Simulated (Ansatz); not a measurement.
# SiO+ (quartet): wave-function methods side by side, def2-QZVPP

An exercise on one series of results from a longer session: the logs are not shown, and one member is left open.

The runs use Ansatz 0.2.0, Gaussian basis; def2-QZVPP, core rule «outside noble gas», up to 6 orbitals frozen.

Plan: UHF; ROHF; CCSD(T) on UHF.

2 further runs of the same task are left out: 2 set aside as unsound or not needed.

### The geometry

The geometry is a PBE0/def2-TZVP stationary point (not a proven minimum) of the parent state, kept for this charge and spin.

2 atoms, charge 1, spin multiplicity 4.

Atoms are counted from 1 here; the program's logs count them from 0.

Bond lengths: Si1–O2 1.724 Å.

As a file:

```
atom   x (Å)   y (Å)   z (Å)
 Si1  0.0000  0.0000  0.0000
  O2  0.0000  0.0000  1.7235
```

The first run:

The input, in.yaml:

```yaml
crystal:
  periodic: [false, false, false]
  atoms:
    - {symbol: Si, position_ang: [0.000000, 0.000000, 0.000000]}
    - {symbol: O, position_ang: [0.000000, 0.000000, 1.723500]}
basis:
  gaussian: {orbitals: "def2-QZVPP.json"}
total_charge: 1
magnetization: {spin_polarized: true, initial_magnetization: 3}
hamiltonian: {xc: hf}
output: {orbitals: {seedname: orbitals}}
```

Launch:

```
> ansatz run in.yaml --threads 1 --pin off --events-out ev --progress --plain --max-ram 2393MiB
```

Among the steps run: UHF; ROHF; CCSD(T) on UHF.

One table of the session follows, with a row left open; its other results are not shown here.

```
  method  from UCCSD(T) (meV)
    ROHF              +7705.5
     UHF              +7414.1
    UMP2               +837.1
   UCCSD                    ?
UCCSD(T)                    0
```

Q: Estimate the row for UCCSD from the others.

The run gave: from UCCSD(T) (meV): +317.7. In the column «from UCCSD(T) (meV)» it lies between UCCSD(T) (0) and UMP2 (+837.1).
